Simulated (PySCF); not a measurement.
A geometry optimisation on `ClCl` (Cl2).

Computed with PBE0-D3(BJ)/def2-SVP geometry optimisation, gas phase (PySCF 2.14.0). Start geometry: GFN2-xTB. A driver script takes a list of jobs; this job's settings line and coordinates (Å) are shown.

Input:
```
{"job": {"xc": "PBE0", "basis": "def2-SVP", "d3": "d3bj", "grid": 1, "kind": "geom"}, "charge": 0, "multiplicity": 1}
Cl     1.009659    -0.003028    -0.002678
Cl    -1.006902     0.004296    -0.011471
```

Question: Give the output.

Answer: 
```
step   0  E = -919.76301667  max force = 0.003248
step   1  E = -919.76304391  max force = 0.000306
step   2  E = -919.76304413  max force = 0.000133
optimisation converged
```

Energies in Eh; «max force» is the largest Cartesian gradient component in Eh/bohr.

Question: How much energy does the optimisation release, in kJ/mol?

Answer: E(step 0) − E(last step) = 0.000027 Eh, which is 0.1 kJ/mol.

Question: Give the first gradient maximum in eV/Å.

Answer: With 1 Eh/bohr = 51.422 eV/Å, 0.167 eV/Å.

In short: final energy -919.76304 Eh after 2 steps; dipole 0.00 D.

Question: Where do the atoms end?

Answer: 0.005 Å rms from the input after alignment:
```
atom  x, y, z in Å
Cl1    1.0132   -0.0031   -0.0022
Cl2   -1.0128    0.0049   -0.0118
```

Question: Estimate the wall time. Hardware: Arm Neoverse V1, one thread, shared host with 32 logical CPUs at a one-minute load of 6.2. And the peak memory of the process?

Answer: About 1.3 s, with 0.24 GiB resident at the peak, the Python interpreter and its libraries included.
Labels such as C1 count atoms from 1, the log's own numbers from 0.
